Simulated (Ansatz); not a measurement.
We consider fluorite CeO2, described by LDA (Ansatz, an electronic-structure program, PAW).

Numerical settings: plane-wave cutoff 500 eV, 10×10×10 k mesh, gaussian smearing 0.02 eV, no spin polarisation, scalar-relativistic PAW data made under PBE.

Computed at the level's own relaxed cell.

**Question.** Predict the equilibrium volume per atom, lattice parameter a and band gap.

**Answer.** 
- equilibrium volume per atom: 12.82 Å³/atom
- lattice parameter a: 5.358 Å
- band gap: 2.05 eV (on the SCF k mesh)

Measured, for comparison: band gap 3 eV (temperature not stated, not corrected to a static lattice, O 2p to Ce 4f, our sources range from 3.00 to 3.20; as tabulated in Tran et al. (2019), arXiv:1908.01820); equilibrium volume per atom 13.06 Å³/atom, lattice constant a 5.391 Å (0 K, extrapolated to 0 K; as tabulated in Stimac et al. (2024), arXiv:2411.06536). Computed (rounded) less measured: equilibrium volume per atom -1.8 %, lattice constant a -0.6 %.

Spin–orbit coupling is not included.

The computed numbers hold no vibrational or temperature effects.
